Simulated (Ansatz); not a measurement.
# CH₃AlCl radical: a ladder of functionals and wavefunction methods

An exercise on one series of results from a longer session: the logs are not shown, and one member is left open.

Program: Ansatz 0.2.0, Gaussian basis. Level of theory: functionals in def2-TZVPP, the program's frozen cores in correlated methods. These are calculated values, not measurements.

Plan: LDA (SPW92), PBE-D4, revPBE-D4, BLYP-D4, r2SCAN-D4, B97M-V, PBE0-D4, B3LYP-D4, r2SCANh-D4, r2SCAN0-D4, HSE06-D4, BHLYP-D4, CAM-B3LYP-D4, LC-ωPBE, ωB97X-V, ωB97M-V, B2PLYP, PBE-QIDH; CCSD(T)/def2-SVP; CCSD(T)/def2-TZVPP; MP2/def2-QZVPP; extrapolation to the limit; RPA on PBE.

## Structure used throughout

The geometry comes from an earlier relaxation with PBE0-D4 in a triple-zeta def2 set; it is a stationary point.

SMILES `[CH3][Al][Cl]`, 6 atoms, charge 0, spin multiplicity 2.

Atoms are counted from 1 here; the program's logs count them from 0.

Bond lengths: C1–Al2 1.965 Å, C1–H4 1.093 Å, C1–H5 1.094 Å, C1–H6 1.094 Å, Al2–Cl3 2.122 Å. Angles: Al2–C1–H4 110.2°, Al2–C1–H5 110.4°, Al2–C1–H6 110.4°, H4–C1–H5 109.1°, H4–C1–H6 109.1°, H5–C1–H6 107.5°, C1–Al2–Cl3 117.4°.

Coordinates:

```
C    -0.4414    0.4490   -0.2873
Al    0.1231   -1.3529    0.2545
Cl    2.0286   -1.5463    1.1688
H     0.3353    1.1773   -0.0414
H    -1.3682    0.7278    0.2221
H    -0.6352    0.4810   -1.3631
```

Set-up of the first run:

Contents of in.yaml:

```yaml
crystal:
  periodic: [false, false, false]
  atoms:
    - {symbol: C, position_ang: [-0.441433, 0.449028, -0.287250]}
    - {symbol: Al, position_ang: [0.123095, -1.352949, 0.254546]}
    - {symbol: Cl, position_ang: [2.028573, -1.546268, 1.168764]}
    - {symbol: H, position_ang: [0.335286, 1.177257, -0.041390]}
    - {symbol: H, position_ang: [-1.368153, 0.727787, 0.222081]}
    - {symbol: H, position_ang: [-0.635168, 0.481042, -1.363050]}
basis:
  gaussian: {orbitals: def2-TZVPP}
magnetization: {spin_polarized: true, initial_magnetization: 1}
hamiltonian: {xc: lda}
output: {orbitals: {seedname: orbitals}}
```

Steps of the session up to this table: LDA; PBE-D4 (GGA); revPBE-D4 (GGA); BLYP-D4 (GGA); r2SCAN-D4 (meta-GGA); B97M-V (meta-GGA); PBE0-D4 (hybrid); B3LYP-D4 (hybrid); r2SCANh-D4 (hybrid); r2SCAN0-D4 (hybrid); HSE06-D4 (hybrid); BHLYP-D4 (hybrid); CAM-B3LYP-D4 (range-separated); LC-ωPBE-D4 (range-separated; the results give it without D4); ωB97X-V (range-separated); ωB97M-V (range-separated); B2PLYP (double hybrid); PBE-QIDH (double hybrid).

One table of the session follows, with a row left open; its other results are not shown here.

It belongs to the step «Frontier levels by functional». 

```
  functional  HOMO (eV)  LUMO (eV)  gap (eV)
 LDA (SPW92)      -4.71      -3.60      1.12
      PBE-D4      -4.72      -3.24      1.49
   revPBE-D4      -4.70      -3.10      1.61
     BLYP-D4      -4.52      -3.28      1.24
   r2SCAN-D4      -5.02      -2.77      2.25
      B97M-V      -4.68      -3.58      1.10
     PBE0-D4      -5.75      -2.42      3.33
    B3LYP-D4      -5.50      -2.82      2.69
  r2SCANh-D4      -5.40      -2.53      2.86
  r2SCAN0-D4      -5.96      -2.19      3.77
    HSE06-D4      -5.36      -2.80      2.56
    BHLYP-D4      -6.60      -1.79      4.82
CAM-B3LYP-D4      -6.93      -1.66      5.26
     LC-ωPBE          ?          ?         ?
     ωB97X-V      -7.81      -0.80      7.01
     ωB97M-V      -7.39      -0.97      6.43
```

**Question.** Estimate the row for LC-ωPBE.

As computed: HOMO (eV): -8.29; LUMO (eV): -0.30; gap (eV): 7.99. In the column «HOMO (eV)» it is the lowest.
